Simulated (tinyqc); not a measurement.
Inside a calculation. Method: Pariser-Parr-Pople SCF with singles CI, for the molecule c1ccccc1 (SMILES; centres numbered as the heavy atoms are written). One step of it, computed by the program tinyqc.

Problem. Singles CI, triplets. Over the 6 single excitations with the smallest orbital gaps: A = (e_a - e_i) delta - (ij|ab), with (pq|rs) = sum c_mp c_mq gamma_mn c_nr c_ns.

orbital energies (eV): -13.692711  -10.523474  -10.523180  -0.666820  -0.666526  2.502711

coefficients:
```
         MO1        MO2        MO3        MO4        MO5        MO6
1C  0.408259   0.577343   0.000000   0.000000   0.577343   0.408259
2C  0.408243   0.288683   0.500000   0.500000  -0.288683  -0.408243
3C  0.408243  -0.288683   0.500000  -0.500000  -0.288683   0.408243
4C  0.408259  -0.577343   0.000000   0.000000   0.577343  -0.408259
5C  0.408243  -0.288683  -0.500000   0.500000  -0.288683   0.408243
6C  0.408243   0.288683  -0.500000  -0.500000  -0.288683  -0.408243
```

repulsion gamma_rs (eV), lower triangle:
```
           1C         2C         3C         4C         5C         6C
1C  11.130000
2C   5.346287  11.130000
3C   3.872515   5.345539  11.130000
4C   3.517455   3.872515   5.346287  11.130000
5C   3.872515   3.518103   3.873196   5.346287  11.130000
6C   5.346287   3.873196   3.518103   3.872515   5.345539  11.130000
```

Give: triplet CI matrix; triplet excitation energies.

Solution.

triplet CI matrix (eV), lower triangle:
```
        3>4     2>4     3>5     2>5     3>6     1>4
3>4  3.8897
2>4  0.0000  4.7948
3>5  0.0000  0.4525  4.7948
2>5  0.4525  0.0000  0.0000  3.8904
3>6  0.0000  0.0000  0.0000  0.0000  7.5116
1>4  0.0000  0.0000  0.0000  0.0000  1.5140  7.5116
```

triplet excitation energies (eV): 3.4376  4.3423  4.3425  5.2473  5.9976  9.0256
